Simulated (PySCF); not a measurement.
Start geometry of formyl fluoride (`FC=O`) from GFN2-xTB (Å):
```
atom  x, y, z in Å
O1    -0.885   -0.854   -0.001
C2    -0.089    0.005   -0.006
F3     1.230   -0.239   -0.007
H4    -0.246    1.092   -0.009
```

Q: What comes out of this run: PBE0-D3(BJ)/def2-SVP geometry optimisation, gas phase in PySCF?

A: 
```
atom  x, y, z in Å
O1    -0.8891   -0.8513   -0.0016
C2    -0.0768    0.0009   -0.0050
F3     1.2298   -0.2395   -0.0114
H4    -0.2532    1.0949   -0.0044
```

The energy falls by 0.72 kJ/mol over 6 energy and gradient evaluations, the largest force component goes from 0.0178 to 2.5e-04 Eh/bohr, and the atoms move by 0.008 Å rms after alignment. The bond that changes most is C2–F3 (acyl halide carbon to acyl fluorine), which shortens by 0.012 Å. Bonds longer at the end by more than 0.005 Å: 2 of 3; shorter: 1. Rotational constants go from 91109, 11900, 10525 to 92438, 11876, 10524 MHz. The orientation of the end geometry is arbitrary; only internal coordinates are fixed.

The run used 47 basis functions and 39 SCF cycles in all. Time: 3.4 s of wall time; peak memory 0.27 GiB. Hardware: one thread, Arm Neoverse V1 (aarch64), no GPU, shared host.

Stationary, but not proved a minimum.
